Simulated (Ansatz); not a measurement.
Input file:

```yaml
crystal:
  periodic: [false, false, false]
  atoms:
    - {symbol: B, position_ang: [-0.143822, 0.000000, 0.112593]}
    - {symbol: B, position_ang: [0.099265, 0.000000, -1.388276]}
    - {symbol: H, position_ang: [0.044557, 0.000000, 1.275683]}
basis:
  gaussian: {orbitals: 6-31G}
magnetization: {spin_polarized: false, initial_magnetization: 3}
correlation: {method: ccsd_t, electrons: outside_noble_gas}
output: {forces: true}
```

```sh
$ ansatz run in.yaml --threads 1 --pin off --events-out ev --progress --plain --max-ram 2393MiB
```

Log:

```
284 factors; integrals over basis functions are off by at most 2.4e-4 eV
mean field evaluation 1: about -1352.9643 eV, gradient 9.7e0 eV
mean field evaluation 2: about -1352.9708 eV, gradient 9.7e0 eV
mean field evaluation 4: about -1354.3866 eV, gradient 1.3e0 eV
mean field evaluation 8: about -1354.4212 eV, gradient 7.2e-2 eV
mean field evaluation 16: about -1354.4057 eV, gradient 5.0e-1 eV
mean field -1354.42133357 eV, -49.7740659490 hartree, gradient 2.3e-6 eV, S^2 3.750000; 0 other end points of the search recorded, 0 dependent functions left out
2 core orbitals not correlated: weight in the atoms' cores, before any rotation towards them, 1.000 or more for the frozen orbitals, at most 0.000 for the correlated occupied ones
reference -1354.42133357 eV, -49.7740659490 hartree; 5, 2 occupied and 13, 16 virtual orbitals, 284 factors
second order -1.76441050 eV of doubles, -0.02422834 eV of singles
cycle   1  -2.15713734 eV  change   -3.7e-1 eV  update   5.4e-2
cycle   2  -2.32879181 eV  change   -1.7e-1 eV  update   2.6e-2
cycle   3  -2.34978129 eV  change   -2.1e-2 eV  update   9.8e-3
cycle   4  -2.35332782 eV  change   -3.5e-3 eV  update   3.3e-3
cycle   5  -2.35330843 eV  change    1.9e-5 eV  update   1.0e-3
cycle   6  -2.35325225 eV  change    5.6e-5 eV  update   2.9e-4
cycle   7  -2.35340375 eV  change   -1.5e-4 eV  update   8.0e-5
cycle   8  -2.35336822 eV  change    3.6e-5 eV  update   2.7e-5
cycle   9  -2.35336534 eV  change    2.9e-6 eV  update   1.2e-5
cycle  10  -2.35336924 eV  change   -3.9e-6 eV  update   4.1e-6
cycle  11  -2.35337004 eV  change   -8.1e-7 eV  update   1.7e-6
cycle  12  -2.35336929 eV  change    7.5e-7 eV  update   6.7e-7
perturbative correction -0.05447089 eV, -0.0020017683 hartree
the calculation of the forces begins
mean field evaluation 32: about -1354.4213 eV, gradient 2.3e-6 eV
Total energy: -1356.82917375 eV, -49.8625524435 hartree
Atom 0 at    -0.143822     0.000000     0.112593 Å, force     0.369236    -0.000000     0.786389 eV/Å
Atom 1 at     0.099265     0.000000    -1.388276 Å, force    -0.081257     0.000000    -1.185387 eV/Å
Atom 2 at     0.044557     0.000000     1.275683 Å, force    -0.287979    -0.000000     0.398998 eV/Å
Dipole moment:    -0.013419     0.000000     0.093878 e Å
```

Forces (eV/Å):
```
B    0.369  0.000  0.786
B   -0.081  0.000 -1.185
H   -0.288  0.000  0.399
```

For the same geometry and basis full CI lies 23.9 meV lower.

Ran on 1 thread of Arm Neoverse V1, shared host: 0.42 s wall, 0.07 GiB peak host memory.
